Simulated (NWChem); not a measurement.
**Ionisation of ethylamine (C₂H₇N)**

```
C
H 1 1.1043
H 1 1.1133 2 105.82
N 1 1.4605 2 107.84 3 -122.52
H 4 1.0203 1 110.51 2 58.47
H 4 1.0216 5 105.90 1 -119.12
C 1 1.5253 2 109.10 3 116.98
H 7 1.1012 1 110.49 2 62.24
H 7 1.1018 8 108.77 1 122.45
H 7 1.1039 8 107.64 9 116.15
```
Charge 0, spin multiplicity 1.

Everything below was run with NWChem. All single points use one geometry, from B3LYP/def2-SVP, a minimum by its harmonic frequencies. It is one conformer; others weren't searched.

Basis set: def2-TZVP. The species with one electron less has spin multiplicity 2 and keeps the geometry of the parent. Δ marks differences of total energies (open shells unrestricted). −ε marks an orbital energy of the parent. That orbital need not have the symmetry of the hole or added electron in the Δ rows.

The correlated methods keep 3 core orbitals frozen. B3LYP has NWChem's definition, with VWN1-RPA local correlation. No SCF solution was tested for a lower state.

Task: For the first vertical ionisation energy, G0W0@PBE0 gives 9.26 eV and −ε(HOMO) of LC-wPBE (omega 0.3 per bohr) gives 9.01 eV. What do −ε(HOMO) of PBE, ΔB2PLYP give?

Result: −ε(HOMO) of PBE: 5.33 eV; ΔB2PLYP: 9.47 eV.
